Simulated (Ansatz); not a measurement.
Density of states of Zr₂Ni (I4/mcm, a = 6.470 Å, b = 6.470 Å, c = 5.244 Å, α = 90.00°, β = 90.00°, γ = 90.00°), in states per eV and primitive cell, averaged over bins of 0.3 eV. Level of theory: Ansatz, DFT r2SCAN, scalar-relativistic, plane waves, PAW.

Cutoff 500 eV; k points 10×10×10 on the computed 6-atom cell (Γ-centred); Gaussian smearing, width 0.10 eV; no spin polarisation.

The cell is relaxed at this level. The states (both spins) are summed by tetrahedra on a 15×15×15 mesh at the self-consistent density. Energies are bin centres; the table starts no lower than −8 eV and ends at 6 eV, or lower where the solved bands end.

It is a metal at this level.

```
E − E_F (eV) total Zr 4d Ni 3d Zr 5s Ni 4s
       -6.80   0.15   0.00   0.00   0.09   0.04
       -6.50   0.32   0.01   0.00   0.19   0.09
       -6.20   0.46   0.02   0.01   0.25   0.14
       -5.90   0.61   0.04   0.01   0.31   0.20
       -5.60   0.81   0.07   0.02   0.37   0.29
       -5.30   1.15   0.14   0.04   0.45   0.45
       -5.00   1.21   0.20   0.05   0.41   0.48
       -4.70   1.33   0.29   0.06   0.38   0.52
       -4.40   1.10   0.31   0.07   0.25   0.41
       -4.10   1.38   0.49   0.11   0.32   0.40
       -3.80   4.00   1.63   0.91   0.77   0.57
       -3.50   5.69   1.94   2.25   1.10   0.28
       -3.20  11.75   3.63   6.25   1.52   0.16
       -2.90   9.12   2.01   6.48   0.34   0.13
       -2.60  13.30   2.37  10.21   0.24   0.22
       -2.30  15.94   2.34  12.68   0.36   0.24
       -2.00   7.81   1.44   5.58   0.39   0.19
       -1.70  10.69   2.10   7.75   0.49   0.14
       -1.40   4.32   1.99   1.69   0.39   0.07
       -1.10   3.70   2.24   0.93   0.29   0.06
       -0.80   7.77   5.91   1.12   0.32   0.07
       -0.50   9.55   6.97   1.64   0.42   0.08
       -0.20   6.98   4.89   1.02   0.43   0.18
        0.10   4.97   3.54   0.59   0.34   0.11
        0.40   7.17   5.12   0.73   0.35   0.17
        0.70   6.83   4.81   0.94   0.27   0.11
        1.00   6.69   4.65   1.02   0.29   0.12
        1.30   5.14   3.57   0.74   0.20   0.18
        1.60   4.20   3.23   0.50   0.17   0.04
        1.90   3.90   3.15   0.41   0.15   0.01
        2.20   3.64   3.16   0.32   0.05   0.02
        2.50   3.94   3.47   0.26   0.07   0.02
        2.80   4.16   3.60   0.26   0.12   0.03
        3.10   4.14   3.60   0.24   0.11   0.03
        3.40   3.94   3.44   0.18   0.11   0.03
        3.70   3.49   3.06   0.14   0.11   0.04
        4.00   5.24   4.69   0.16   0.13   0.05
        4.30   5.49   4.94   0.16   0.14   0.04
```

The columns after the total are the main Löwdin projections on the occupied valence shells of the potentials; 2 others are left out. The rest of the total lies in those, in shells that are empty in the free atom, which aren't projected, and between the atoms.

Spin polarisation was left out, and a magnetic state may lie lower.

A ferromagnetic start lost its moments in a first run, so spin was left out; other magnetic orders weren't tried.

Cost: 1 run of about 4.8 core-minutes, on Arm Neoverse V1 (shared hosts).